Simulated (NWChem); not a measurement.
Everything below was run with NWChem. System: Na, charge 0, spin multiplicity 2. Its SCF solution wasn't tested for a lower state. Level: UHF/def2-TZVPD.

Job file:

```
start mol
memory heap 200 mb stack 900 mb global 1100 mb
geometry units angstroms nocenter noautoz
  Na     0.000000     0.000000     0.000000
  symmetry group D2h
end
basis spherical
  * library def2-tzvpd
end
scf
  uhf
  nopen 1
  maxiter 100
  thresh 1e-7
  semidirect memsize 60000000 filesize 0
  # guess.movecs holds the orbitals of an unrestricted PBE0 run
  vectors input guess.movecs output mol.movecs
end
task scf energy
```

Part of the output:

```
             Northwest Computational Chemistry Package (NWChem) 7.3.0
             --------------------------------------------------------

                                NWChem Input Module
                                -------------------

 Scaling coordinates for geometry "geometry" by  1.889725989
 (inverse scale =  0.529177249)

                             Geometry "geometry" -> ""
                             -------------------------

 Output coordinates in angstroms (scale by  1.889725989 to convert to a.u.)

  No.       Tag          Charge          X              Y              Z
 ---- ---------------- ---------- -------------- -------------- --------------
    1 Na                  11.0000     0.00000000     0.00000000     0.00000000

 Effective nuclear repulsion energy (a.u.)       0.0000000000

            Nuclear Dipole moment (a.u.)
            ----------------------------
        X                 Y               Z
 ---------------- ---------------- ----------------
     0.0000000000     0.0000000000     0.0000000000

      Symmetry information
      --------------------

 Group name             D2h
 Group number             26
 Group order               8
 No. of unique centers     1

      Symmetry unique atoms

     1


 Summary of "ao basis" -> "" (spherical)
 ------------------------------------------------------------------------------
       Tag                 Description            Shells   Functions and Types
 ---------------- ------------------------------  ------  ---------------------
 *                         def2-tzvpd                 on all atoms

 Summary of "ao basis" -> "ao basis" (spherical)
 ------------------------------------------------------------------------------
       Tag                 Description            Shells   Functions and Types
 ---------------- ------------------------------  ------  ---------------------
 Na                        def2-tzvpd               13       35   5s5p3d

                                 NWChem SCF Module
                                 -----------------

  ao basis        = "ao basis"
  functions       =    35
  atoms           =     1
  alpha electrons =     6
  beta  electrons =     5
  charge          =   0.00
  wavefunction    = UHF
  use symmetry    = T
  symmetry adapt  = T

 Summary of "ao basis" -> "ao basis" (spherical)
 ------------------------------------------------------------------------------
       Tag                 Description            Shells   Functions and Types
 ---------------- ------------------------------  ------  ---------------------
 Na                        def2-tzvpd               13       35   5s5p3d

      Symmetry analysis of basis
      --------------------------

        ag         11
        au          0
        b1g         3
        b1u         5
        b2g         3
        b2u         5
        b3g         3
        b3u         5

 Forming initial guess at       0.0s

   Symmetry analysis of molecular orbitals - initial alpha
   -------------------------------------------------------

  Numbering of irreducible representations:

     1 ag          2 au          3 b1g         4 b1u         5 b2g
     6 b2u         7 b3g         8 b3u

  Orbital symmetries:

     1 ag          2 ag          3 b3u         4 b2u         5 b1u
     6 ag          7 b1u         8 b2u         9 b3u        10 b1u
    11 b3u        12 b2u        13 ag         14 ag         15 b2g
    16 b3g

   Symmetry analysis of molecular orbitals - initial beta
[...]
              MO Center= -7.3D-31, -7.4D-31,  4.1D-19, r^2= 2.3D-01
   Bfn.  Coefficient  Atom+Function         Bfn.  Coefficient  Atom+Function
  ----- ------------  ---------------      ----- ------------  ---------------
     8      0.862000  1 Na pz                11      0.227529  1 Na pz

 Vector    6  Occ=1.000000D+00  E=-1.818012D-01  Symmetry=ag
              MO Center=  1.0D-35,  2.7D-37, -7.2D-22, r^2= 5.8D+00
   Bfn.  Coefficient  Atom+Function         Bfn.  Coefficient  Atom+Function
  ----- ------------  ---------------      ----- ------------  ---------------
     4      0.782762  1 Na s                  5      0.295024  1 Na s
     3     -0.240656  1 Na s

 Vector    7  Occ=0.000000D+00  E= 1.519971D-02  Symmetry=b1u
              MO Center=  2.0D-39,  2.0D-39,  2.0D-23, r^2= 2.9D+01
   Bfn.  Coefficient  Atom+Function         Bfn.  Coefficient  Atom+Function
  ----- ------------  ---------------      ----- ------------  ---------------
    20      0.932398  1 Na pz

 Vector    8  Occ=0.000000D+00  E= 1.519971D-02  Symmetry=b3u
              MO Center= -2.6D-21, -3.9D-37, -2.6D-37, r^2= 2.9D+01
   Bfn.  Coefficient  Atom+Function         Bfn.  Coefficient  Atom+Function
  ----- ------------  ---------------      ----- ------------  ---------------
    18      0.932398  1 Na px

 Vector    9  Occ=0.000000D+00  E= 1.519971D-02  Symmetry=b2u
              MO Center=  1.2D-28, -2.3D-18, -8.6D-29, r^2= 2.9D+01
   Bfn.  Coefficient  Atom+Function         Bfn.  Coefficient  Atom+Function
  ----- ------------  ---------------      ----- ------------  ---------------
    19      0.932398  1 Na py

                     UHF Final Beta Molecular Orbital Analysis
                     -----------------------------------------

 Vector    3  Occ=1.000000D+00  E=-1.516776D+00  Symmetry=b3u
              MO Center=  4.8D-21,  5.2D-32, -2.5D-32, r^2= 2.3D-01
   Bfn.  Coefficient  Atom+Function         Bfn.  Coefficient  Atom+Function
  ----- ------------  ---------------      ----- ------------  ---------------
     6      0.863241  1 Na px                 9      0.227179  1 Na px

 Vector    4  Occ=1.000000D+00  E=-1.516776D+00  Symmetry=b2u
              MO Center=  5.2D-32,  4.7D-21, -2.5D-32, r^2= 2.3D-01
   Bfn.  Coefficient  Atom+Function         Bfn.  Coefficient  Atom+Function
  ----- ------------  ---------------      ----- ------------  ---------------
     7      0.863241  1 Na py                10      0.227179  1 Na py

 Vector    5  Occ=1.000000D+00  E=-1.516776D+00  Symmetry=b1u
              MO Center= -1.3D-47,  1.3D-47,  3.8D-33, r^2= 2.3D-01
   Bfn.  Coefficient  Atom+Function         Bfn.  Coefficient  Atom+Function
  ----- ------------  ---------------      ----- ------------  ---------------
     8      0.863241  1 Na pz                11      0.227179  1 Na pz

 Vector    6  Occ=0.000000D+00  E= 1.346747D-02  Symmetry=ag
              MO Center= -7.4D-28, -7.6D-28,  1.4D-27, r^2= 1.2D+01
   Bfn.  Coefficient  Atom+Function         Bfn.  Coefficient  Atom+Function
  ----- ------------  ---------------      ----- ------------  ---------------
     5      1.103748  1 Na s

 Vector    7  Occ=0.000000D+00  E= 2.356317D-02  Symmetry=b1u
              MO Center=  2.5D-47,  2.7D-47,  1.8D-28, r^2= 3.7D+01
   Bfn.  Coefficient  Atom+Function         Bfn.  Coefficient  Atom+Function
  ----- ------------  ---------------      ----- ------------  ---------------
    20      1.200094  1 Na pz                14     -0.325390  1 Na pz

 Vector    8  Occ=0.000000D+00  E= 2.356317D-02  Symmetry=b3u
              MO Center= -2.6D-20, -3.3D-33,  1.6D-33, r^2= 3.7D+01
   Bfn.  Coefficient  Atom+Function         Bfn.  Coefficient  Atom+Function
  ----- ------------  ---------------      ----- ------------  ---------------
    18      1.200094  1 Na px                12     -0.325390  1 Na px

 center of mass
 --------------
 x =   0.00000000 y =   0.00000000 z =   0.00000000

 moments of inertia (a.u.)
 ------------------
           0.000000000000           0.000000000000           0.000000000000
           0.000000000000           0.000000000000           0.000000000000
           0.000000000000           0.000000000000           0.000000000000

  Mulliken analysis of the total density
  --------------------------------------

    Atom       Charge   Shell Charges
 -----------   ------   -------------------------------------------------------
    1 Na  11    11.00   2.00  0.67  1.32  0.74  0.27  5.07  0.92 -0.00  0.01  0.00  0.00  0.00  0.00

  Mulliken analysis of the alpha density
  --------------------------------------

    Atom       Charge   Shell Charges
 -----------   ------   -------------------------------------------------------
    1 Na  11     6.00   1.00  0.34  0.65  0.74  0.27  2.53  0.46 -0.00  0.01  0.00  0.00  0.00  0.00

   Mulliken analysis of the beta density
   -------------------------------------

    Atom       Charge   Shell Charges
 -----------   ------   -------------------------------------------------------
    1 Na  11     5.00   1.00  0.33  0.67  0.00 -0.00  2.54  0.46  0.00  0.00 -0.00  0.00  0.00  0.00

   Mulliken analysis of the spin density
   -------------------------------------

    Atom       Charge   Shell Charges
 -----------   ------   -------------------------------------------------------
    1 Na  11     1.00   0.00  0.01 -0.01  0.74  0.27 -0.01  0.00 -0.00  0.00  0.00 -0.00  0.00 -0.00

       Multipole analysis of the density wrt the origin
       ------------------------------------------------

     L   x y z        total         alpha         beta         nuclear
     -   - - -        -----         -----         ----         -------
     0   0 0 0     -0.000000     -6.000000     -5.000000     11.000000

     1   1 0 0     -0.000000     -0.000000     -0.000000      0.000000
     1   0 1 0     -0.000000      0.000000     -0.000000      0.000000
     1   0 0 1     -0.000000     -0.000000     -0.000000      0.000000

     2   2 0 0     -9.085713     -8.011365     -1.074348      0.000000
     2   1 1 0      0.000000      0.000000     -0.000000      0.000000
     2   1 0 1      0.000000      0.000000      0.000000      0.000000
     2   0 2 0     -9.085713     -8.011365     -1.074348      0.000000
     2   0 1 1      0.000000      0.000000      0.000000      0.000000
     2   0 0 2     -9.085713     -8.011365     -1.074348      0.000000

 Task  times  cpu:        0.1s     wall:        0.1s

 Total times  cpu:        0.1s     wall:        0.1s
```
